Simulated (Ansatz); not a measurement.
bcc Cs was calculated with HSE06 (Ansatz, a program for electronic structure, PAW).

Numerical settings: plane-wave cutoff 460 eV, 8×8×8 k mesh, Fermi–Dirac smearing 0.05 eV, scalar-relativistic PAW data made under PBE.

Computed at the level's own relaxed cell.

### Question
Predict the equilibrium volume per atom, bulk modulus, equilibrium lattice constant a and pressure derivative B′ of the bulk modulus.

### Answer

* **equilibrium volume per atom**: 121.87 Å³/atom
* **bulk modulus**: 1.92 GPa
* **equilibrium lattice constant a**: 6.247 Å
* **pressure derivative B′ of the bulk modulus**: 3.6

Measured, for comparison: equilibrium volume per atom 110.12 Å³/atom, lattice constant a 6.039 Å (low-temperature or extrapolated to 0 K; zero-point anharmonic expansion removed; as tabulated in Csonka et al. (2009), arXiv:0903.4037); bulk modulus 2.11 GPa (corrected for temperature and zero-point phonon effects, our sources range from 2.11 to 2.35; as tabulated in Levämäki et al. (2014), arXiv:1402.3671). Computed (rounded) less measured: equilibrium volume per atom +10.7 %, bulk modulus -9 % (-9 % to -18 % over the range), lattice constant a +3.4 %.

Spin–orbit coupling is not included.
